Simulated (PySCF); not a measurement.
A structure optimised at r2SCAN-D4/def2-SVP, used in a PySCF frequency run:

```xyz
12

C     -1.3987     0.0000     0.0000
C     -0.6994    -1.2113     0.0000
C      0.6994    -1.2113     0.0000
C      1.3987     0.0000     0.0000
C      0.6994     1.2113     0.0000
C     -0.6994     1.2113     0.0000
H     -2.4929     0.0000     0.0000
H     -1.2465    -2.1589     0.0000
H      1.2465    -2.1589     0.0000
H      2.4929     0.0000     0.0000
H      1.2465     2.1589     0.0000
H     -1.2465     2.1589     0.0000
```

Question: Write its SMILES, formula and point group.

Answer: c1ccccc1, C6H6, D6h

Question: What are its rotational constants (standard atomic weights)?

Answer: 5.6601, 5.6601, 2.8300 GHz
